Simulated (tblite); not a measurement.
Q: Give a GFN2-xTB geometry of `C[C@H]1[CH]SC1` [radical]. (Doublet state.)

A: 
Z-matrix in Å and degrees, rows numbered from 1:
```
C 
C   1  1.5270
C   2  1.4906  1  115.12
S   3  1.7271  2   97.87  1   126.80
C   2  1.5382  1  115.00  3   106.65
H   1  1.0878  2  110.31  3   -51.43
H   1  1.0879  2  110.41  3  -171.89
H   1  1.0872  2  109.85  3    68.14
H   2  1.1001  1  108.34  3  -128.08
H   3  1.0706  2  130.40  1   -81.42
H   5  1.0870  2  116.00  1   118.01
H   5  1.0873  2  114.52  1   -12.23
```

S4 (sulfur bonded to 2 C) is bent (angle 76.3°). The 2 C–S bonds span 1.727 Å (C3–S4, drawn single) to 1.833 Å (S4–C5, drawn single), a spread of 0.106 Å. The 4-membered ring C2–C3–S4–C5 has internal angles of 76.3° to 97.9°; it is slightly puckered (a soft mode that the optimisation may not have finished), 0.05 Å rms from its mean plane, widest ring torsion 7°. The C–C distances run from 1.491 Å (C2–C3, drawn single) to 1.538 Å (C2–C5, drawn single), a spread of 0.047 Å.

Structure optimised with GFN2-xTB, isolated species. This method treats the open shell by occupation alone, without spin polarisation.

Its GFN2-xTB frequencies are all real (lowest 104 cm⁻¹).

On an Arm Neoverse V1 with one thread, on a shared host, this took 0.38 s of wall time. This is the geometry optimisation.

All values are computed, not measured.
